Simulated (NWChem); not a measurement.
**Correlation energy of F (-1)**

```
F
```
Charge -1, spin multiplicity 1.

All runs are NWChem calculations.

Basis set: aug-cc-pVDZ. Each correlation energy counts from its own Hartree-Fock reference.

The correlated methods keep 1 core orbital frozen. No row is a measurement; the coupled-cluster row has its own basis-set and correlation limits.

| method | correlation energy (mHa) |
|---|---|
| CCSDT | -240.7 |
| CCSD | (withheld) |
| CR-CCSD[T] | -241.1 |
| CR-CCSD(T) | (withheld) |
| MP2 | -237.7 |
| CCSD+T(CCSD) | (withheld) |
| SCS-MP2 | -227.8 |
| CCSD(T) | (withheld) |

**Question.** Complete the blanks.

**Answer.** 
- CCSD, correlation energy (mHa): -234.4
- CR-CCSD(T), correlation energy (mHa): -239.5
- CCSD+T(CCSD), correlation energy (mHa): -242.3
- CCSD(T), correlation energy (mHa): -240.4
